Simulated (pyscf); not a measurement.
Structures and frequencies: ωB97X-D3(BJ)/def2-SVP in PySCF.

Task: For the elementary gas-phase step `[NH]=[Si]([Cl])[Cl]` + `[H][H]` -> `[Cl][Si][Cl]` [singlet] + `[NH3]` (singlet surface; N–Si, H–H broken, H–N, H–N formed), what barrier and reaction energy does PBE/def2-TZVP give, measured from the separated reactants?

Result: ΔE‡ = 162.6 kJ/mol, ΔE = -53.1 kJ/mol. ωB97M-D3(BJ)/def2-TZVP gives 229.1 kJ/mol and -62.0 kJ/mol. Zero-point energy shifts the barrier by +6.9 kJ/mol. It is a concerted two-bond exchange, with an imaginary mode of 1325i cm⁻¹. On the product side the descent ends in an adduct with a N–Si contact, 108.9 kJ/mol under the separated species and 397.1 kJ/mol under the saddle at ωB97X-D3(BJ)/def2-TZVP. What is counted as broken (N–Si) persists as a longer contact in the product adduct; parting that adduct is a step of its own. At ωB97X-D3(BJ)/def2-TZVP the barrier from the zero used here is 243.4 kJ/mol. The same reactants have a lower exit, to H₂N–SiH(Cl)–Cl (barrier +68.9 kJ/mol at ωB97M-D3(BJ)/def2-TZVP, against +229.1 kJ/mol here). This is the saddle that the search found; another between the same sides may lie lower. One closed-shell reference is unstable to symmetry breaking; treat the single-reference values with care.
